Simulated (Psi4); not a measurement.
**OF (Oxygen monofluoride): U-revPBE/aug-cc-pVTZ**

What is the vertical doublet–quartet gap of OF (Oxygen monofluoride) at U-revPBE/aug-cc-pVTZ? 

The calculation is run with Psi4 1.11.

### 1 Starting point

OF: 2 atoms, total charge 0, spin state doublet. SMILES: `[O]F`. The coordinates come from a PBE0-D4/def2-TZVP relaxation.

Bond lengths: O1–F2 1.330 Å.

### 2 Energy and gradient at U-revPBE/aug-cc-pVTZ

The input, job.json:

```json
{
  "schema_name": "qcschema_input",
  "schema_version": 1,
  "molecule": {
    "schema_name": "qcschema_molecule",
    "schema_version": 2,
    "symbols": ["O", "F"],
    "geometry": [0.0, 0.0, -0.03014113, 0.0, 0.0, 2.48385602],
    "molecular_charge": 0,
    "molecular_multiplicity": 2,
    "fix_symmetry": "c1",
    "fix_com": true,
    "fix_orientation": true
  },
  "driver": "gradient",
  "model": {
    "method": "revpbe",
    "basis": "aug-cc-pVTZ"
  },
  "keywords": {
    "reference": "uks",
    "puream": true,
    "e_convergence": 1e-09,
    "d_convergence": 1e-08,
    "scf_type": "pk",
    "dft_radial_points": 99,
    "dft_spherical_points": 590,
    "maxiter": 100
  }
}
```

Started as:

```console
$ psi4 --qcschema job.json -n 1 --memory 2200MB
```

stdout:

```text
[...]
  Running in c1 symmetry.
[...]
  Nuclear repulsion =   28.639650605809155
[...]
  Multiplicity = 2
[...]
  Nalpha       = 9
  Nbeta        = 8
[...]
    Number of basis functions: 92
[...]
   @UKS iter   1:  -174.85349502763310   -2.22258e-01   3.99747e-03 DIIS/ADIIS
[...]
   @UKS iter  11:  -174.90234916368377   -4.49063e-12   8.17239e-09 DIIS
[...]
   @S^2 Observed:                7.522738197E-01
[...]
    Orbital Energies [Eh]
    ---------------------
    Alpha Occupied:
       1A    -24.386697     2A    -18.918677     3A     -1.245050
       4A     -0.868783     5A     -0.530025     6A     -0.501730
       7A     -0.468229     8A     -0.326245     9A     -0.272042
    Alpha Virtual:
      10A     -0.075251    11A      0.036640    12A      0.077384
      13A      0.078381    14A      0.083269    15A      0.147072
      16A      0.154237    17A      0.156922    18A      0.301135
      19A      0.454260    20A      0.454306    21A      0.580698
      22A      0.594164    23A      0.595624    24A      0.663797
      25A      0.692152    26A      0.718588    27A      0.770765
[...]
  @UKS Final Energy:  -174.90234916368377
   => Energetics <=
    Nuclear Repulsion Energy =             28.6396506058091553
    One-Electron Energy =                -298.9995484508722257
    Two-Electron Energy =                 114.2764756692988897
    DFT Exchange-Correlation Energy =     -18.8189269879195678
    Empirical Dispersion Energy =           0.0000000000000000
    VV10 Nonlocal Energy =                  0.0000000000000000
    Total Energy =                       -174.9023491636837662
[...]
 Multipole Moments:
 ------------------------------------------------------------------------------------
     Multipole            Electronic (a.u.)      Nuclear  (a.u.)        Total (a.u.)
 ------------------------------------------------------------------------------------
 L = 1.  Multiply by 2.5417464519 to convert [e a0] to [Debye]
 Dipole X            :          0.0000000            0.0000000            0.0000000
 Dipole Y            :          0.0000000            0.0000000            0.0000000
 Dipole Z            :        -22.0148248           22.1135751            0.0987503
 Magnitude           :                                                    0.0987503
[...]
  -Total Gradient:
     Atom            X                  Y                   Z
    ------   -----------------  -----------------  -----------------
       1        0.000000000000     0.000000000000     0.030248454272
       2        0.000000000000     0.000000000000    -0.030248212406
[...]
```

The result, in JSON:

```text
{
 "driver": "gradient",
 "model": {
  "method": "revpbe",
  "basis": "aug-cc-pVTZ"
 },
 "success": true,
 "return_result": [4.060218830326336e-14, 3.2420023091244996e-14, 0.030248454271927572, 4.9939373468389525e-14, 7.599809861642728e-14, -0.030248212405733027],
 "properties": {
  "calcinfo_nbasis": 92,
  "calcinfo_nmo": 92,
  "calcinfo_nalpha": 9,
  "calcinfo_nbeta": 8,
  "calcinfo_natom": 2,
  "nuclear_repulsion_energy": 28.639650605809155,
  "return_energy": -174.90234916368377,
  "return_gradient": [4.060218830326336e-14, 3.2420023091244996e-14, 0.030248454271927572, 4.9939373468389525e-14, 7.599809861642728e-14, -0.030248212405733027],
  "scf_one_electron_energy": -298.9995484508722,
  "scf_two_electron_energy": 114.27647566929889,
  "scf_xc_energy": -18.818926987919568,
  "scf_dipole_moment": [8.161717467572255e-15, 1.36346808928742e-16, 0.09875033701165137],
  "scf_total_energy": -174.90234916368377,
  "scf_total_gradient": [4.060218830326336e-14, 3.2420023091244996e-14, 0.030248454271927572, 4.9939373468389525e-14, 7.599809861642728e-14, -0.030248212405733027],
  "scf_iterations": 11
 }
}
```

Run time: 30 s. Hardware: 1 thread of Intel Xeon at 2.50GHz (Skylake/Cascade Lake), shared host; peak memory 0.65 GiB.

### 3 The quartet: a single-point energy at U-revPBE/aug-cc-pVTZ

The input, fo.py:

```python
import psi4

psi4.set_memory(2200000000)
psi4.set_num_threads(1)
psi4.set_output_file('run.log', False)

m = psi4.geometry("""
0 4
O      0.000000     0.000000    -0.015950
F      0.000000     0.000000     1.314400
symmetry c1
""")

psi4.set_options({
    'reference': 'uks',
    'puream': True,
    'e_convergence': 1e-09,
    'd_convergence': 1e-08,
    'scf_type': 'pk',
    'dft_radial_points': 99,
    'dft_spherical_points': 590,
    'maxiter': 100,
})

e_tot, wfn = psi4.energy("revpbe/aug-cc-pVTZ", return_wfn=True)
psi4.oeprop(wfn, "DIPOLE", "LOWDIN_CHARGES", "MULLIKEN_CHARGES")
print(f'total energy {e_tot:.8f} hartree = {e_tot * 27.211386:.5f} eV')
for k, v in sorted(psi4.core.scalar_variables().items()):
    print(f'{k:45s} {v:18.10f}')
```

Started as:

```console
$ python fo.py
```

run.log:

```text
[...]
  Running in c1 symmetry.
[...]
  Nuclear repulsion =   28.639650594384939
[...]
  Multiplicity = 4
[...]
  Nalpha       = 10
  Nbeta        = 7
[...]
    Number of basis functions: 92
[...]
   @UKS iter   1:  -174.71843419677867   -8.71976e-02   3.02355e-03 DIIS/ADIIS
[...]
   @UKS iter  11:  -174.74983004781399   -8.52651e-13   8.38093e-10 DIIS
[...]
   @S^2 Observed:                3.756027528E+00
[...]
    Orbital Energies [Eh]
    ---------------------
    Alpha Occupied:
       1A    -24.354529     2A    -18.937678     3A     -1.248858
       4A     -0.911359     5A     -0.551155     6A     -0.508462
       7A     -0.508462     8A     -0.344756     9A     -0.344756
      10A     -0.103127
    Alpha Virtual:
      11A      0.024976    12A      0.057923    13A      0.068723
      14A      0.068723    15A      0.134214    16A      0.146276
      17A      0.146276    18A      0.290690    19A      0.434595
      20A      0.434595    21A      0.567329    22A      0.567329
      23A      0.569943    24A      0.647571    25A      0.647571
[...]
  @UKS Final Energy:  -174.74983004781399
   => Energetics <=
    Nuclear Repulsion Energy =             28.6396505943849391
    One-Electron Energy =                -298.8636962766463512
    Two-Electron Energy =                 114.3504656728822084
    DFT Exchange-Correlation Energy =     -18.8762500384347547
    Empirical Dispersion Energy =           0.0000000000000000
    VV10 Nonlocal Energy =                  0.0000000000000000
    Total Energy =                       -174.7498300478139868
[...]
 Multipole Moments:
 ------------------------------------------------------------------------------------
     Multipole            Electronic (a.u.)      Nuclear  (a.u.)        Total (a.u.)
 ------------------------------------------------------------------------------------
 L = 1.  Multiply by 2.5417464519 to convert [e a0] to [Debye]
 Dipole X            :          0.0000000            0.0000000            0.0000000
 Dipole Y            :          0.0000000            0.0000000            0.0000000
 Dipole Z            :          0.4901081           -0.5771080           -0.0869999
 Magnitude           :                                                    0.0869999
[...]
  Mulliken Charges: (a.u.)
   Center  Symbol    Alpha    Beta     Spin     Total
       1     O     5.08116  2.88385  2.19731  0.03499
       2     F     4.91884  4.11615  0.80269 -0.03499
   Total alpha = 10.00000, Total beta =  7.00000, Total charge =  0.00000
  Lowdin Charges: (a.u.)
   Center  Symbol    Alpha    Beta     Spin     Total
       1     O     5.02934  3.02107  2.00826 -0.05041
       2     F     4.97066  3.97893  0.99174  0.05041
  Total alpha = 10.00000, Total beta =  7.00000, Total charge =  0.00000
```

Standard output:

```text
total energy -174.74983005 hartree = -4755.18508 eV
CURRENT ENERGY                                   -174.7498300478
CURRENT REFERENCE ENERGY                         -174.7498300478
DD SOLVATION ENERGY                                 0.0000000000
DFT FUNCTIONAL TOTAL ENERGY                      -174.7498300478
DFT TOTAL ENERGY                                 -174.7498300478
DFT VV10 ENERGY                                     0.0000000000
DFT XC ENERGY                                     -18.8762500384
GRID ELECTRONS ALPHA                                9.9999999962
GRID ELECTRONS BETA                                 6.9999999996
GRID ELECTRONS TOTAL                               16.9999999958
NUCLEAR REPULSION ENERGY                           28.6396505944
ONE-ELECTRON ENERGY                              -298.8636962766
PCM POLARIZATION ENERGY                             0.0000000000
PE ENERGY                                           0.0000000000
SCF ITERATION ENERGY                             -174.7498300478
SCF ITERATIONS                                     11.0000000000
SCF TOTAL ENERGY                                 -174.7498300478
TWO-ELECTRON ENERGY                               114.3504656729
XC GRID RADIAL POINTS                              99.0000000000
XC GRID SPHERICAL POINTS                          590.0000000000
XC GRID TOTAL POINTS                           115256.0000000000
```

It took 19 s on 1 thread of Intel Xeon at 2.50GHz (Skylake/Cascade Lake), shared host; peak memory 0.65 GiB.

### 4 Outcome

At U-revPBE/aug-cc-pVTZ:

```
                                        quantity          value
                           doublet: total energy  -174.90235 Eh
                          doublet: dipole moment         0.25 D
     doublet: HOMO energy (highest over α and β)       -6.95 eV
      doublet: LUMO energy (lowest over α and β)       -6.29 eV
                                   doublet: ⟨S²⟩          0.752
               doublet: largest force on an atom     1.555 eV/Å
                           quartet: total energy  -174.74983 Eh
                          quartet: dipole moment         0.22 D
     quartet: HOMO energy (highest over α and β)       -2.81 eV
                                   quartet: ⟨S²⟩          3.756
vertical energy of the quartet above the doublet       4.150 eV
```

At this shape the quartet lies 4.15 eV (96 kcal/mol) above the doublet. The largest force (doublet) is 1.56 eV/Å: the shape isn't a stationary point for this species at this level.
